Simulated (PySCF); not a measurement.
P5 (charge -1).
Numbering: `[p:1]1[p:2][p:3][p-:4][p:5]1`

Structure used (GFN2-xTB), in Å, numbered top down from 1:
```
atom  x, y, z in Å
P1     0.2194    1.7563   -0.1817
P2    -1.5897    0.7149   -0.3299
P3    -1.2003   -1.3129    0.0096
P4     0.8514   -1.5263    0.3645
P5     1.7278    0.3708    0.2492
```

PySCF, density fitting, gas phase, GFN2-xTB geometry. The standard run uses grid level 2 after a coarse-grid start, the def2-universal JK fitting basis (with tight functions added where the orbital basis needs them), an energy threshold of 1e-9 Eh and DIIS. The changed runs have no coarse-grid stage.

Q: Standard PBE0/pcSseg-1: E = -1706.192990 Eh, HOMO -2.545 eV, LUMO 2.251 eV, 12 cycles (coarse-grid cycles included). What changes at PBE0/pcSseg-1 with: damping 0.3 at the start, DIIS from the seventh cycle?

A: E = -1706.192990 Eh (0.000 mEh), HOMO -2.545 eV (0.000), LUMO 2.251 eV (0.000), 10 SCF cycles. The result matches the standard run within 0.02 mEh and 0.003 eV; such settings steer the iterations and don't enter the energy expression.

The cycles:
```
cycle   1  E = -1706.1809756355  dE =  5.455e-01  |g| = 1.829e-01  |ddm| = 3.047e+00
cycle   2  E = -1706.1916937353  dE = -1.072e-02  |g| = 7.032e-02  |ddm| = 4.501e-01
cycle   3  E = -1706.1927822320  dE = -1.088e-03  |g| = 2.322e-02  |ddm| = 8.893e-02
cycle   4  E = -1706.1929548576  dE = -1.726e-04  |g| = 1.019e-02  |ddm| = 5.995e-02
cycle   5  E = -1706.1929840389  dE = -2.918e-05  |g| = 4.142e-03  |ddm| = 1.699e-02
cycle   6  E = -1706.1929841006  dE = -6.169e-08  |g| = 4.328e-03  |ddm| = 1.470e-02
cycle   7  E = -1706.1929801618  dE =  3.939e-06  |g| = 5.348e-03  |ddm| = 1.351e-02
cycle   8  E = -1706.1929889348  dE = -8.773e-06  |g| = 1.807e-03  |ddm| = 9.815e-03
cycle   9  E = -1706.1929902547  dE = -1.320e-06  |g| = 4.264e-05  |ddm| = 2.971e-03
cycle  10  E = -1706.1929902551  dE = -3.793e-10  |g| = 3.041e-05  |ddm| = 1.051e-04
```

Q: What changes at PBE0/pcSseg-1 with: damping 0.2 at the start, DIIS from the seventh cycle?

A: E = -1706.192990 Eh (0.000 mEh), HOMO -2.545 eV (0.000), LUMO 2.251 eV (0.000), 11 SCF cycles. The result matches the standard run within 0.02 mEh and 0.003 eV; such settings steer the iterations and don't enter the energy expression.

The cycles:
```
cycle   1  E = -1706.1809756355  dE =  5.455e-01  |g| = 1.829e-01  |ddm| = 3.047e+00
cycle   2  E = -1706.1908487018  dE = -9.873e-03  |g| = 8.395e-02  |ddm| = 5.137e-01
cycle   3  E = -1706.1922146832  dE = -1.366e-03  |g| = 4.921e-02  |ddm| = 1.614e-01
cycle   4  E = -1706.1926933698  dE = -4.787e-04  |g| = 3.049e-02  |ddm| = 1.172e-01
cycle   5  E = -1706.1928749855  dE = -1.816e-04  |g| = 1.896e-02  |ddm| = 6.587e-02
cycle   6  E = -1706.1928653761  dE =  9.609e-06  |g| = 1.970e-02  |ddm| = 5.400e-02
cycle   7  E = -1706.1928394755  dE =  2.590e-05  |g| = 2.137e-02  |ddm| = 5.673e-02
cycle   8  E = -1706.1929804686  dE = -1.410e-04  |g| = 4.904e-03  |ddm| = 3.352e-02
cycle   9  E = -1706.1929902507  dE = -9.782e-06  |g| = 1.192e-04  |ddm| = 8.090e-03
cycle  10  E = -1706.1929902553  dE = -4.629e-09  |g| = 1.523e-05  |ddm| = 1.779e-04
cycle  11  E = -1706.1929902554  dE = -8.913e-11  |g| = 1.509e-06  |ddm| = 3.075e-05
```
